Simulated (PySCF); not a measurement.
BF: frontier orbitals

PBE0 at R = 1.264 Å; PySCF, spin-free X2C with a Gaussian nucleus, basis sets B x2c-SVPall, F x2c-SVPall. State: ¹Σ⁺ (singlet), closed shell. Only the outer orbitals are listed, counted within each symmetry.

| orbital | occ. | ε (eV) | on B (%) | main shells (%) |
| --- | --- | --- | --- | --- |
| 3σ | 2 | -35.81 | 15 | 83 F s |
| 4σ | 2 | -17.39 | 18 | 74 F p, 11 B s, 8 F s |
| 1π | 2 | -14.91 | 10 | 90 F p, 9 B p |
| 1π | 2 | -14.91 | 10 | 90 F p, 9 B p |
| 5σ | 2 | -7.88 | 98 | 75 B s, 22 B p |
| 2π | 0 | -0.93 | 93 | 93 B p |
| 2π | 0 | -0.93 | 93 | 93 B p |
| 6σ | 0 | 3.19 | 110 | 84 B p, 26 B s |

**Question.** Which are the highest filled and the lowest empty level, where do they sit, and how wide is the gap?

**Answer.** Highest filled 5σ at -7.88 eV (in %: 75 B s, 22 B p); lowest empty 2π at -0.93 eV (in %: 93 B p); the gap at PBE0 is 6.95 eV.

| Item | Value |
| --- | --- |
| bond order (Mayer) | 1.56 |
| ⟨S²⟩ | 0.000 |
| charge on B (Mulliken, basis-dependent) | -0.02 |
| charge on B (Löwdin, basis-dependent) | -0.16 |
| dipole moment (positive dipole means B(−)F(+)) | 1.20 D |
| polarisability along the bond | 15.6 bohr³ |
| polarisability across the bond | 18.2 bohr³ |

Shares are Mulliken populations and can fall outside 0 to 100 %.
